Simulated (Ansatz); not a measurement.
# CH₆BN (SMILES BCN): single points off equilibrium

One table from this session's results is given with a row withheld; the runs are named, their logs left out.

Program: Ansatz 0.2.0, Gaussian basis. Level of theory: single points in def2-TZVPP. These are calculated values, not measurements.

Cores are frozen in the correlated methods.

### The starting structure

SMILES `BCN`, 9 atoms, charge 0, spin multiplicity 1.

Atoms are counted from 1 here; the program's logs count them from 0.

Bond lengths: B1–C2 1.496 Å, B1–H4 1.184 Å, B1–H5 1.246 Å, C2–N3 1.399 Å, C2–H6 1.182 Å, C2–H7 1.239 Å, N3–H8 1.068 Å, N3–H9 1.040 Å. Angles: C2–B1–H4 123.5°, C2–B1–H5 126.9°, H4–B1–H5 109.2°, B1–C2–N3 119.7°, B1–C2–H6 108.9°, B1–C2–H7 109.5°, N3–C2–H6 106.9°, N3–C2–H7 105.8°, H6–C2–H7 105.1°, C2–N3–H8 115.1°, C2–N3–H9 112.4°, H8–N3–H9 99.5°.

Coordinates:

```csv
atom,x (Å),y (Å),z (Å)
B1,0.3859,1.2396,-0.1674
C2,0.2412,-0.2458,-0.2718
N3,-0.5276,-0.9350,0.6725
H4,1.2213,1.8570,-0.7355
H5,-0.2299,1.9981,0.6058
H6,-0.1997,-0.5142,-1.3354
H7,1.3618,-0.7734,-0.2435
H8,-0.6572,-1.9770,0.4777
H9,-1.5235,-0.6341,0.6689
```

Set-up of the first run:

Contents of run/in.yaml:

```yaml
crystal:
  periodic: [false, false, false]
  atoms:
    - {symbol: B, position_ang: [0.385900, 1.239600, -0.167400]}
    - {symbol: C, position_ang: [0.241200, -0.245800, -0.271800]}
    - {symbol: N, position_ang: [-0.527600, -0.935000, 0.672500]}
    - {symbol: H, position_ang: [1.221300, 1.857000, -0.735500]}
    - {symbol: H, position_ang: [-0.229900, 1.998100, 0.605800]}
    - {symbol: H, position_ang: [-0.199700, -0.514200, -1.335400]}
    - {symbol: H, position_ang: [1.361800, -0.773400, -0.243500]}
    - {symbol: H, position_ang: [-0.657200, -1.977000, 0.477700]}
    - {symbol: H, position_ang: [-1.523500, -0.634100, 0.668900]}
basis:
  gaussian: {orbitals: def2-TZVPP}
correlation: {method: ccsd_t}
output: {forces: true}
```

The command line of these runs was not kept.

Among the steps run: CCSD(T)/def2-TZVPP; PBE0-D4/def2-TZVPP; wB97M-V/def2-TZVPP; r2SCAN-D4/def2-TZVPP; PBE-D4/def2-TZVPP; revPBE-D4/def2-TZVPP; r2SCAN0-D4/def2-TZVPP.

One of the session's tables, all rows but one given; the rest of the session is left out.

```
    method  RMS force component (eV/Å)  angle to CCSD(T) forces (°)  dipole (D)
   CCSD(T)                       1.664                    reference        1.79
   PBE0-D4                       1.546                          4.5        1.87
   wB97M-V                       1.614                          3.2        1.87
 r2SCAN-D4                       1.525                          3.5        1.87
    PBE-D4                           ?                            ?           ?
 revPBE-D4                       1.451                          4.4        1.87
r2SCAN0-D4                       1.617                          5.7        1.87
```

**Question.** Estimate the row for PBE-D4.

As computed: RMS force component (eV/Å): 1.413; angle to CCSD(T) forces (°): 4.4; dipole (D): 1.90. In the column «RMS force component (eV/Å)» it is the lowest.
